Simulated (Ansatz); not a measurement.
A made-up structure of CH3BCl, doublet:

```csv
atom,x (Å),y (Å),z (Å)
B1,-0.5662,0.0720,-0.5954
C2,0.4669,0.0973,0.5091
Cl3,1.1911,-1.3067,1.1198
H4,0.4245,-0.0898,1.5516
H5,-1.0223,1.1141,-0.9621
H6,0.8391,0.9867,1.0080
```

It is relaxed with PBE-D4/def2-SVP and then PBE0-D4/def2-TZVP (Ansatz 0.2.0). Atoms count as bonded within 1.22 times the sum of their covalent radii (H–H: 0.88 Å). The end point is not checked to be a true minimum.

(1) Does its bonding change? (A judgement: the text doesn't fix the answer.)

## Answers

(1) Computed: Yes. Formed: none; broken: Cl3–H4.

Where it ends: The first stage lowers the energy by 3.22 eV in 9 steps. It ends as CH₃BCl ([BH][CH2][Cl]):
```tsv
atom	x (Å)	y (Å)	z (Å)
B1	-0.3809	0.1473	-0.5541
C2	0.4530	0.0563	0.7268
Cl3	1.4813	-1.3987	0.9168
H4	-0.2097	0.1037	1.5992
H5	-1.1204	1.0334	-0.8566
H6	1.1098	0.9316	0.7989
```

Labels in which every atom is bracketed show which atoms are joined, not bond orders.

For scale, one of the runs: PBE0-D4/def2-TZVP relaxation, 117 basis functions, launched by `ansatz run in.yaml --threads 2 --pin off --events-out ev --progress --plain --max-ram 4352MiB`. The run took about 15 s on 2 CPU threads of an Arm Neoverse V2 (shared host).
